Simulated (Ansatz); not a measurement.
## [OH···H···BH2], doublet: transfer scan

Starting geometry:

| atom | x (Å) | y (Å) | z (Å) |
| --- | --- | --- | --- |
| O | -1.0675 | -0.0303 | 0.0000 |
| H | -1.3168 | 0.8963 | 0.0000 |
| H | -0.1080 | -0.0303 | 0.0000 |
| B | 1.3635 | -0.0303 | 0.0000 |
| H | 1.8726 | -0.0303 | 1.0770 |
| H | 1.8726 | -0.0303 | -1.0770 |

From there H3 is moved from one fragment to the other while all else, the fragments' distance too, stays fixed; atoms are numbered as listed. Energies are in kcal/mol, counted from the starting geometry at the same level. Kohn–Sham curves are unrestricted where that lies lower.

Basis cc-pVDZ; Ansatz 0.2.0. Only valence electrons are correlated (noble-gas cores frozen). R marks a restricted (for open shells ROHF) determinant, U an unrestricted one.

In so small a basis the reference is far from its limit while semilocal and hybrid functionals are nearer theirs (RPA and double hybrids share much of the reference's basis error), so the functionals' errors here hold much of the reference's basis and frozen-core error, which can add to them or hide them.

Full CI isn't at hand for all of this; UCCSDT(Q) serves as the reference, and is uncertain by about the last step of the cluster series.

```tsv
distance O1-H3 (Å)	UCCSDT(Q)	PBE	r2SCAN	PBE0	B3LYP	BHLYP	wB97M-V	B2PLYP	RPA-PBE
0.892	4.5	6.2	5.4	5.2	5.4	4.2	4.9	4.9	5.1
0.960	0.0	0.0	0.0	0.0	0.0	0.0	0.0	0.0	0.0
1.003	-0.3	-1.4	-1.0	-0.8	-1.0	-0.3	-0.7	-0.6	-0.8
1.046	0.4	-1.6	-0.8	-0.5	-0.9	0.3	-0.2	-0.2	-0.4
1.089	1.8	-1.0	0.1	0.5	-0.1	1.4	0.8	0.9	0.5
1.132	3.5	0.1	1.3	1.8	1.0	2.7	2.2	2.4	1.8
1.175	5.2	1.7	2.9	3.5	2.3	3.9	3.8	4.0	3.3
1.218	7.1	3.8	4.8	5.3	3.9	5.2	5.6	5.8	5.0
1.261	9.2	6.4	7.1	7.7	6.0	6.7	7.7	8.0	7.1
```

(1) Judged by the spread of the error over the points with a reference (largest less smallest), which of these follows UCCSDT(Q) best and which worst?

Answers

(1) Subtracting the UCCSDT(Q) column from each: best B2PLYP (errors from -1.3 to 0.4, spread 1.6 kcal/mol), worst PBE (from -3.5 to 1.7, spread 5.2 kcal/mol). Functionals and wave-function methods converge differently with the basis, so part of this is basis effect.
